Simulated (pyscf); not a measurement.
PySCF, gas phase, ωB97X-D3(BJ)/def2-SVP geometries.

Question: What is the homolytic dissociation enthalpy (298 K, ωB97M-D3(BJ)/def2-TZVP) of the C–Hf bond of H₂C=CH–Hf(Cl)(Cl)–Cl, to •HC=CH₂ + [Cl–Hf(Cl)–Cl]•?

Answer: C–Hf to •HC=CH₂ + [Cl–Hf(Cl)–Cl]•: 82.2 kcal/mol. The 7 functionals that were run give +77.3 (r²SCAN) to +87.8 kcal/mol (ωB97X-D3(BJ)). The radicals are drawn with the spin at the cut bond; how far it spreads was not checked. H₂C=CH–Hf(Cl)(Cl)–Cl may be a fragile minimum: a first optimisation, from another start, lost the drawn bonds. Other isomers of •HC=CH₂ were not searched in full and may lie lower. Open-shell species with a d-block atom are single-reference here; other states, and whether the spin sits on metal or ligand, were not checked. Elements past Kr carry the def2 core potentials, without spin-orbit coupling.
